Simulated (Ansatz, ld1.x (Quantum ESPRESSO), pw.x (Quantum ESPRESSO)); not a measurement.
## pw.x on bcc Mg: one setting changed

Potential: PAW, ld1.x (Quantum ESPRESSO) 7.5, PBEsol; core [Ne], reference 3s2 3p0; waves: 3s (bound): rcut 2.45, rcutus 2.80 bohr; 3s channel at 4.1 Ry: rcut 2.45, rcutus 2.80 bohr; 3p (bound, empty): rcut 2.15, rcutus 2.45 bohr; 3p channel at 2.45 Ry: rcut 2.15, rcutus 2.45 bohr; 3d channel at 0.5 Ry: rcut 2.40, rcutus 2.75 bohr; local part: all-electron potential smoothed inside 2.55 bohr (lloc = -2); core correction: Bessel-smoothed model core, default radius (core density twice the valence density); augmentation: PSQ, inside the norm-conserving radii.

The reference run (k-mesh 13³, cutoffs 40/320 Ry, Fermi–Dirac 0.01 Ry, mixing_beta 0.4, conv_thr 1e-9, no spin) gives 0.13 GPa at 22.446 Å³/atom, where all-electron LAPW gives 0.16 GPa. This run, with its own iteration cap, changes nosym to true.

```
&control
  calculation='scf', prefix='x', pseudo_dir='./', outdir='./tmp', tstress=.true., disk_io='none'
/
&system
  ibrav=0, nat=1, ntyp=1, ecutwfc=40, ecutrho=320, nbnd=8,
  occupations='smearing', smearing='fd', degauss=0.01, nosym=.true.
/
&electrons
  conv_thr=1e-09, mixing_beta=0.4, electron_maxstep=70
/
ATOMIC_SPECIES
Mg 1.0 Mg.UPF
CELL_PARAMETERS angstrom
  -1.77702276 1.77702276 1.77702276
  1.77702276 -1.77702276 1.77702276
  1.77702276 1.77702276 -1.77702276
ATOMIC_POSITIONS crystal
Mg 0.0000 0.0000 0.0000
K_POINTS automatic
13 13 13 0 0 0
```

```bash
pw.x < Mg.scf.in > Mg.scf.out
```

How does the run end?

It converges in 7 iterations; the free energy moves by +0.0 meV/atom and the pressure by +0.00 GPa. The result is that of the reference run.

```
lattice parameter (alat)  =       5.8164  a.u.
     unit-cell volume          =     151.4731 (a.u.)^3
     number of electrons       =         2.00
     number of Kohn-Sham states=            8
     kinetic-energy cutoff     =      40.0000  Ry
     charge density cutoff     =     320.0000  Ry
     scf convergence threshold =      1.0E-09
     Exchange-correlation= SLA  PW   PSX  PSC
     number of k points=  1099  Fermi-Dirac smearing, width (Ry)=  0.0100
     iteration #  1     ecut=    40.00 Ry     beta= 0.40
     total energy              =     -32.71884415 Ry
     estimated scf accuracy    <       0.00361618 Ry
     iteration #  2     ecut=    40.00 Ry     beta= 0.40
     total energy              =     -32.71884071 Ry
     estimated scf accuracy    <       0.00129486 Ry
     iteration #  3     ecut=    40.00 Ry     beta= 0.40
     total energy              =     -32.71885256 Ry
     estimated scf accuracy    <       0.00000059 Ry
     iteration #  4     ecut=    40.00 Ry     beta= 0.40
     total energy              =     -32.71885396 Ry
     estimated scf accuracy    <       0.00000010 Ry
     iteration #  5     ecut=    40.00 Ry     beta= 0.40
     total energy              =     -32.71885394 Ry
     estimated scf accuracy    <          4.3E-09 Ry
     iteration #  6     ecut=    40.00 Ry     beta= 0.40
     total energy              =     -32.71885395 Ry
     estimated scf accuracy    <       0.00000003 Ry
     iteration #  7     ecut=    40.00 Ry     beta= 0.40
     the Fermi energy is     3.7317 ev
!    total energy              =     -32.71885395 Ry
     estimated scf accuracy    <          1.7E-10 Ry
     smearing contrib. (-TS)   =      -0.00215007 Ry
     The total energy is F=E-TS. E is the sum of the following terms:
     one-electron contribution =       1.45509577 Ry
     hartree contribution      =       0.00260053 Ry
     xc contribution           =      -4.49248023 Ry
     ewald contribution        =      -2.16744484 Ry
     one-center paw contrib.   =     -27.51447511 Ry
     convergence has been achieved in   7 iterations
          total   stress  (Ry/bohr**3)                   (kbar)     P=        1.31
     Message from routine punch:
     Nothing written, as per user request (disk_io='none')
```

The run took about 52 s on one core of a shared host (Neoverse-V2, 96 threads, 742 GiB, load 22).
